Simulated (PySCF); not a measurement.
# C3H3F3: the cost of one run

Programs: PySCF 2.14.0, with density-fitted response routines of our own. Each step states its level of theory. These are calculated values for one molecule in the gas phase, unless marked as measured. Atoms are numbered from 0 throughout.

**1. Starting geometry**

9 atoms, charge 0, multiplicity 1; geometry from: GFN2-xTB. The atoms were then displaced at random by about 0.01 Å, so the start is not that level's minimum.

Bonds of the start (Å): F0–C1 1.36, C1–C2 1.34, C2–F3 1.35, C2–C4 1.48, C4–F5 1.38, C1–H6 1.09, C4–H7 1.09, C4–H8 1.08.

**2. Optimising the geometry at PBE0-D3(BJ)/def2-SVP**

The job: settings as JSON, then the geometry in Å.

```
{"job": {"xc": "PBE0", "basis": "def2-SVP", "d3": "d3bj", "grid": 1, "shake": 0.01, "kind": "geom"}, "charge": 0, "multiplicity": 1}
F      1.418380    -1.522660     0.332770
C      1.383070    -0.201260     0.033910
C      0.230540     0.456300    -0.155170
F      0.350770     1.767140    -0.464810
C     -1.138270    -0.106860    -0.043380
F     -1.654250     0.132460     1.218810
H      2.382800     0.236940    -0.043970
H     -1.788790     0.399350    -0.749960
H     -1.126430    -1.178560    -0.161930
```

On the command line:

```
$ OMP_NUM_THREADS=1 python probes_run.py task.json out
```

The driver reads the jobs from task.json and runs them one after another.

**Question.** How long does this first job take on 1 thread of Intel Xeon Platinum 8259CL at 2.50GHz, shared host, and how much memory does it need?

About 47 s, with a peak of 0.41 GiB.
